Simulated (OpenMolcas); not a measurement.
What BHO2 (oxoborinic acid) costs in OpenMolcas

BHO2: 4 atoms, total charge 0, spin state singlet. SMILES: `O=BO`. Geometry: relaxed at PBE0-D4/def2-TZVP.

```xyz
4

O    -1.5551    0.5235    0.4285
B    -0.4239    0.1320    0.2486
O     0.8167   -0.3020    0.1086
H     1.1623   -0.3535   -0.7857
```

Program: OpenMolcas 26.06. Hardware: 1 thread of Arm Neoverse V1, shared host, so times are rough. Two-electron integrals are exact unless an approximation is named.

(1) Estimate their order by wall time, quickest first.
A. energy at CCSD(T)/def2-SVP, 3 core orbitals frozen
B. energy at CCSD(T)/def2-SVPD, 3 core orbitals frozen
C. energy at CCSD(T)/def2-TZVPD (Cholesky decomposition), 3 core orbitals frozen
D. energy at CCSD(T)/def2-TZVP (Cholesky decomposition), 3 core orbitals frozen

Results:

(1) A (4.8 s), B (17 s), D (2.3 min), C (8.3 min).
